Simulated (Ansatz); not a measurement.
## Ansatz (development build ahead of 0.2.0) run

```yaml
crystal:
  periodic: [false, false, false]
  atoms:
    - { symbol: C, position_ang: [0.50281, -0.01042, -0.04746] }
    - { symbol: H, position_ang: [1.09385, 0.67686, 0.61089] }
    - { symbol: H, position_ang: [1.11379, -0.60837, -0.61326] }
    - { symbol: F, position_ang: [-0.31063, 0.80601, -0.74356] }
    - { symbol: F, position_ang: [-0.26335, -0.81804, 0.78342] }
basis:
  gaussian: { orbitals: "6-31G" }
hamiltonian:
  xc: hf
```

The input is written out in the form of the current development build from the run's settings.

The run gave:

| Quantity | Value |
| --- | --- |
| Converged | yes |
| Total energy | -237.81658 hartree |
| Spin squared of the determinant | 0.000 |
